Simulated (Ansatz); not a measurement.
# F2, singlet: up the ladder of correlation methods

Computed with Ansatz's Gaussian-basis code (development build); BCCD by scripts on PySCF. Settings: STO-3G; 2 core orbitals frozen; no relativity. Perturbation and coupled-cluster methods stand on the Hartree–Fock determinant that coupled cluster favours. The state met can change along the bond. Small basis; these aren't basis-limit values. The unrestricted determinant is a mixture of spins, so it may stand for another state.

Correlation energy of CCSD(T), then each method's total less that of CCSD(T), in eV:

```json
{"case": "1.271 Å RHF", "E corr CCSD(T)": "-1.492", "BCCD": "0.000", "BCCD(T)": "0.000", "determinant": "–"}
{"case": "1.624 Å RHF", "E corr CCSD(T)": "-3.749", "BCCD": "0.000", "BCCD(T)": "0.000", "determinant": "–"}
{"case": "1.624 Å UHF", "E corr CCSD(T)": "-1.369", "BCCD": "0.000", "BCCD(T)": "0.000", "determinant": "⟨S²⟩ = 0.775"}
{"case": "2.118 Å RHF", "E corr CCSD(T)": "-7.760", "BCCD": "0.000", "BCCD(T)": "0.000", "determinant": "–"}
{"case": "2.400 Å RHF", "E corr CCSD(T)": "-9.379", "BCCD": "0.000", "BCCD(T)": "0.000", "determinant": "–"}
{"case": "3.389 Å RHF", "E corr CCSD(T)": "-11.369", "BCCD": "-0.004", "BCCD(T)": "-0.004", "determinant": "–"}
```

Question: Give full CI less CCSD(T). Is CCSD(T) good to 1 kcal/mol?

Answer: 1.271 Å RHF: 0.000 eV (within); 1.624 Å RHF: 0.000 eV (within); 1.624 Å UHF: 0.000 eV (within, spin-contaminated determinant); 2.118 Å RHF: 0.000 eV (within); 2.400 Å RHF: 0.000 eV (within); 3.389 Å RHF: -0.008 eV (within).
